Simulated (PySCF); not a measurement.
**thioformaldehyde: calculation against experiment**

**What was measured.**

NIST CCCBDB Release 22 (SRD 101), experimental dipoles lists, for the gas: dipole moment 1.647 ± 0.0014 D.

The results are set against them at the end.

Thioformaldehyde, CH₂S.
SMILES with atom numbers: `[CH2:1]=[S:2]` (hydrogens: H3, H4 on C1)

Cartesian coordinates in Å at the PBE0/6-31+G* level; atoms count from 1:
```
atom  x, y, z in Å
C1    -0.1122   -0.0013   -0.0030
S2     1.4924   -0.0568    0.1287
H3    -0.6255    0.8150   -0.5175
H4    -0.7599   -0.7760    0.4152
```

The PySCF runs (gas phase, on this PBE0/6-31+G* geometry; no spin–orbit coupling):

```
                     level                                          job  basis functions  wall time
PBE0/6-31+G*, grid level 1  geometry optimisation from a GFN2-xTB start               44      1.2 s
```

Hardware: Arm Neoverse V2, one thread, shared host.

All basis functions are spherical.

**Comparison with experiment**

**Dipole moment.** Measured: 1.647 D (NIST CCCBDB Release 22 (SRD 101), experimental dipoles).

| level | computed (D) | computed − measured (D) | % (from the printed values) |
| --- | --- | --- | --- |
| PBE0/6-31+G* | 1.892 | +0.245 | +15 |

The computed dipoles belong to one fixed geometry; measured ones are averaged over vibrations unless marked μe. Magnitudes are compared, not signs.

The geometry is computed, not the measured one. Where a level misses, the cause wasn't examined.
